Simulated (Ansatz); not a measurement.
# C2H6S (singlet): from Hartree-Fock to the top rungs, cc-pV(T+d)Z

An exercise on one series of results from a longer session: the logs are not shown, and one member is left open.

Program: Ansatz 0.2.0, Gaussian basis. Level of theory: cc-pV(T+d)Z, core rule «outside noble gas», up to 7 orbitals frozen. These are calculated values, not measurements.

Plan: UHF; CCSD(T) on RHF; BCCD(T) on RHF.

18 further runs of the same task are left out: 1 that didn't finish, 17 set aside as unsound or not needed.

## The system

The geometry is an MP2(full)/6-31G* stationary point (not a proven minimum).

9 atoms, charge 0, spin multiplicity 1.

Atoms are counted from 1 here; the program's logs count them from 0.

Bond lengths: C1–S2 1.804 Å, C1–H4 1.091 Å, C1–H5 1.092 Å, C1–H6 1.092 Å, S2–C3 1.804 Å, C3–H7 1.091 Å, C3–H8 1.092 Å, C3–H9 1.092 Å. Angles: S2–C1–H4 107.7°, S2–C1–H5 111.3°, S2–C1–H6 111.3°, H4–C1–H5 108.6°, H4–C1–H6 108.6°, H5–C1–H6 109.4°, C1–S2–C3 98.5°, S2–C3–H7 107.7°, S2–C3–H8 111.3°, S2–C3–H9 111.3°, H7–C3–H8 108.6°, H7–C3–H9 108.6°, H8–C3–H9 109.4°.

Set-up of the first run:

Contents of in.yaml:

```yaml
crystal:
  periodic: [false, false, false]
  atoms:
    - {symbol: C, position_ang: [0.000000, 1.366668, -0.585502]}
    - {symbol: S, position_ang: [0.000000, 0.000000, 0.592484]}
    - {symbol: C, position_ang: [0.000000, -1.366668, -0.585502]}
    - {symbol: H, position_ang: [0.000000, 2.296687, -0.014505]}
    - {symbol: H, position_ang: [0.891644, 1.345680, -1.216385]}
    - {symbol: H, position_ang: [-0.891644, 1.345680, -1.216385]}
    - {symbol: H, position_ang: [0.000000, -2.296687, -0.014505]}
    - {symbol: H, position_ang: [-0.891644, -1.345680, -1.216385]}
    - {symbol: H, position_ang: [0.891644, -1.345680, -1.216385]}
basis:
  gaussian: {orbitals: "cc-pV(T+d)Z.json"}
magnetization: {spin_polarized: true, initial_magnetization: 0}
hamiltonian: {xc: hf}
output: {orbitals: {seedname: orbitals}}
```

Started as:

```bash
ansatz run in.yaml --threads 1 --pin off --events-out ev --progress --plain --max-ram 4096MiB --backend cpu
```

Among the steps run: UHF; CCSD(T) on RHF; BCCD(T) on RHF.

One of the session's tables, all rows but one given; the rest of the session is left out.

It belongs to the step «Misses and costs». 

```
  method  from RCCSD(T) (meV)
     RHF             +16470.0
    RMP2              +1807.4
   RCCSD               +644.4
RCCSD(T)                    0
 BCCD(T)                    ?
```

**Question.** Estimate the row for BCCD(T).

The run gave: from RCCSD(T) (meV): -3.5. In the column «from RCCSD(T) (meV)» it is the lowest.
